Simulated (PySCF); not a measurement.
Gas-phase reaction: 2 Al(CH3)F2 + CF4 + 2 Al(CH3)3 → 4 AlF2 + 3 C3H8

Computed with PySCF and rigid-rotor harmonic-oscillator thermochemistry at 1 bar. † marks an energy on the PBE0/def2-TZVP geometry and frequencies; other levels use their own. 6-31G* has spherical d functions here. Open shells (unrestricted): AlF2 (multiplicity 2); the rest are closed-shell singlets. B3LYP is the form with VWN-RPA correlation. Al(CH3)F2: computed as isolated molecules; such fragments, hydroxides, amides, oligomers or adducts are transient or little studied in the gas.

```csv
level,"ΔH°(298 K), kJ"
B3LYP/6-31G*,-97
BLYP/def2-TZVP†,-142
PBE/def2-TZVP†,(withheld)
PBE0/def2-SVP†,(withheld)
PBE0/def2-TZVP,-94
```

Task: Complete the blanks.

Result: 
- PBE/def2-TZVP†, ΔH°(298 K), kJ: -97
- PBE0/def2-SVP†, ΔH°(298 K), kJ: -4
